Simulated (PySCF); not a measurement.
# SiPH5 (SMILES [SiH3]P) at 6 levels

Aim: a comparison of 6 runs (CCSDT(Q)/STO-3G, CCSDT/STO-3G, QCISD(T)/STO-3G, CISD/STO-3G, CCSD(T)/STO-3G, FCI/STO-3G) of SiPH5. 

Program for the calculation: PySCF 2.14.0.

4 further runs of the same task are left out: 1 that didn't finish, 3 set aside as unsound or not needed.

**1. The structure to begin with**

SiPH5: 7 atoms, total charge 0, spin state singlet. SMILES: `[SiH3]P`. The P2–H7 distance was set to 3.873 Å, away from the relaxed value. At this shape a bond of the SMILES string is far longer than usual.

Bond lengths: Si1–P2 2.234 Å, Si1–H3 1.462 Å, Si1–H4 1.462 Å, Si1–H5 1.465 Å, P2–H6 1.383 Å. Angles: Si1–P2–H6 95.7°, P2–Si1–H3 106.9°, P2–Si1–H4 106.8°, P2–Si1–H5 113.1°, H3–Si1–H4 111.1°, H3–Si1–H5 109.5°, H4–Si1–H5 109.5°.

**2. The energy at CCSDT(Q)/STO-3G (run 1)**

Input file calc.py:

```python
from pyscf import gto, cc

mol = gto.M(
    atom='''
Si    -2.204016    -1.257774     1.322369
P     -0.501876    -0.905344     2.725969
H     -3.388686    -1.499164     2.144629
H     -1.862106    -2.440554     0.533659
H     -2.453696    -0.127314     0.424629
H     -0.898506     0.364016     3.105409
H      1.929760     0.488790     0.053060
''',
    verbose=3,
    basis='sto-3g',
    charge=0,
    max_memory=1860,
)

mf = mol.RHF()
mf.conv_tol = 1e-10
mf.kernel()
if not mf.converged:
    mf = mf.newton().run(mf.mo_coeff, mf.mo_occ)

mycc = cc.CCSDT(mf, frozen=10)
mycc.kernel()
e_bracket, e_q = mycc.ccsdt_q()
e_final = mycc.e_tot + e_q
print('E(%s) = %.9f' % ('CCSDT(Q)', e_final))
```

Launch:

```sh
OMP_NUM_THREADS=1 python calc.py
```

Standard output:

```text
converged SCF energy = -625.049873946755
_make_eris_incore_RCCSDT

WARN: A large `blksize` is being used, which may cause large memory consumption
      for storing contraction intermediates. If memory is sufficient, consider using
      `pyscf.cc.rccsdt_highm.RCCSDT` instead.

RCCSDT converged
E(RCCSDT) = -625.3785203678963   E_corr = -0.3286464211409785
E_corr(same-spin) = -0.000570978581923135
E_corr(oppo-spin) = -0.328075442559055
_make_eris_incore_RCCSDT
E(CCSDT(Q)) = -625.378045148
```

Wall time 2.2 s (1 thread of Arm Neoverse V1, shared host); peak memory 0.12 GiB.

**3. A single-point energy at CCSDT/STO-3G (run 2)**

Input file input.py:

```python
from pyscf import gto, cc

mol = gto.M(
    atom='''
Si  -2.204016  -1.257774   1.322369
P   -0.501876  -0.905344   2.725969
H   -3.388686  -1.499164   2.144629
H   -1.862106  -2.440554   0.533659
H   -2.453696  -0.127314   0.424629
H   -0.898506   0.364016   3.105409
H    1.929760   0.488790   0.053060
''',
    charge=0,
    verbose=3,
    spin=0,
    basis='sto-3g',
    max_memory=1860,
)

calc0 = mol.RHF()
calc0.conv_tol = 1e-10
calc0.kernel()
if not calc0.converged:
    calc0 = calc0.newton().run(calc0.mo_coeff, calc0.mo_occ)

mycc = cc.CCSDT(calc0, frozen=10)
mycc.kernel()
e_tot = mycc.e_tot
print('Final energy', e_tot)
```

Launch:

```sh
OMP_NUM_THREADS=1 python input.py
```

Standard output:

```text
converged SCF energy = -625.049873946755
_make_eris_incore_RCCSDT

WARN: A large `blksize` is being used, which may cause large memory consumption
      for storing contraction intermediates. If memory is sufficient, consider using
      `pyscf.cc.rccsdt_highm.RCCSDT` instead.

RCCSDT converged
E(RCCSDT) = -625.3785203678963   E_corr = -0.3286464211409785
E_corr(same-spin) = -0.000570978581923135
E_corr(oppo-spin) = -0.328075442559055
Final energy -625.3785203678963
```

It took 1.6 s on 1 thread of Arm Neoverse V1, shared host; peak memory 0.12 GiB.

Run 3 isn't shown in full; the table further down has it.

**4. A single-point energy at CISD/STO-3G (run 4)**

Input file run.py:

```python
from pyscf import gto, scf, ci

mol = gto.Mole()
mol.atom = '''
Si    -4.164987    -2.376848     2.498915
P     -0.948408    -1.710852     5.151335
H     -6.403688    -2.833009     4.052761
H     -3.518870    -4.611979     1.008469
H     -4.636813    -0.240589     0.802433
H     -1.697930     0.687891     5.868373
H      3.646718     0.923679     0.100269
'''
mol.spin = 0
mol.unit = 'bohr'
mol.max_memory = 1860
mol.basis = 'sto-3g'
mol.verbose = 3
mol.build()

mf = scf.RHF(mol)
mf.conv_tol = 1e-10
mf.kernel()
if not mf.converged:
    mf = mf.newton().run(mf.mo_coeff, mf.mo_occ)

cisd = ci.CISD(mf, frozen=10)
cisd.kernel()
e_final = cisd.e_tot
print(f'total energy: {e_final:.8f} hartree')
```

Launch:

```sh
OMP_NUM_THREADS=1 python run.py
```

Standard output:

```text
converged SCF energy = -625.049873960404
E(RCISD) = -625.3277212115953  E_corr = -0.2778472511913059
total energy: -625.32772121 hartree
```

Wall time 0.73 s (1 thread of Arm Neoverse V1, shared host); peak memory 0.1 GiB.

Run 5 isn't shown in full; the table further down has it.

**5. A single-point energy at FCI/STO-3G (run 6)**

Input file run.py:

```python
from pyscf import gto, scf, mcscf
from pyscf import fci

system = gto.Mole()
system.atom = [
    ('Si', (-2.204016, -1.257774, 1.322369)),
    ('P', (-0.501876, -0.905344, 2.725969)),
    ('H', (-3.388686, -1.499164, 2.144629)),
    ('H', (-1.862106, -2.440554, 0.533659)),
    ('H', (-2.453696, -0.127314, 0.424629)),
    ('H', (-0.898506, 0.364016, 3.105409)),
    ('H', (1.929760, 0.488790, 0.053060)),
]
system.verbose = 3
system.basis = 'sto-3g'
system.max_memory = 1860
system.build()

mf = scf.RHF(system)
mf.conv_tol = 1e-10
mf.kernel()
if not mf.converged:
    mf = mf.newton().run(mf.mo_coeff, mf.mo_occ)

cas = mcscf.CASCI(mf, mf.mo_coeff.shape[-1] - 10, (system.nelec[0] - 10, system.nelec[1] - 10))  # full CI above the frozen core
cas.fcisolver = fci.direct_spin0.FCI(system)  # even spin states alone
cas.kernel()
print('<S^2> = %.4f' % cas.fcisolver.spin_square(cas.ci, cas.ncas, cas.nelecas)[0])
e_tot = cas.e_tot
print(f'total energy: {e_tot:.8f} hartree')
```

Launch:

```sh
OMP_NUM_THREADS=1 python run.py
```

Standard output:

```text
converged SCF energy = -625.049873946755
CASCI E = -625.378236537318  E(CI) = -29.7446755721769  S^2 = 0.0000000
<S^2> = 0.0000
total energy: -625.37823654 hartree
```

It took 60 s on 1 thread of Arm Neoverse V1, shared host; peak memory 0.76 GiB.

**6. The series**

```tsv
run	level	energy (Eh)	dipole moment (D) of the reference	HOMO energy (eV)	LUMO energy (eV)	wall time
1	CCSDT(Q)/STO-3G	-625.378045	3.08	-2.87	1.25	2.2 s
2	CCSDT/STO-3G	-625.378520	3.08	-2.87	1.25	1.6 s
3	QCISD(T)/STO-3G	-625.379203	3.08	-2.87	1.25	1.4 s
4	CISD/STO-3G	-625.327721	3.08	-2.87	1.25	0.73 s
5	CCSD(T)/STO-3G	-625.380931	3.08	-2.87	1.25	0.99 s
6	FCI/STO-3G	-625.378237	3.08	-2.87	1.25	60 s
```

**7. Outcome**

| quantity | value |
| --- | --- |
| run 6: total energy | -625.37824 Eh |
| run 6: dipole moment (Hartree–Fock density) | 3.08 D |
| run 6: HOMO energy (Hartree–Fock orbitals) | -2.87 eV |
| run 6: LUMO energy (Hartree–Fock orbitals) | 1.25 eV |
| run 6: HOMO–LUMO gap (Hartree–Fock orbitals) | 4.12 eV |
| run 6: correlation energy (10 core orbitals frozen) | -328.4 mEh |

What this shows: Against full CI in this basis: CCSDT(Q) +0.2 mEh; CCSDT -0.3 mEh; QCISD(T) -1.0 mEh; CISD +50.5 mEh; CCSD(T) -2.7 mEh. In runs 3, 5 the T1 diagnostic is large, so a single reference may not serve. In runs 1, 2, 3, 4, 5, 6 the basis is minimal, so the values are rough. In runs 3, 4, 5 a closed-shell determinant meets a far-stretched bond, which it describes badly. All runs together took 67 s, the longest 60 s.
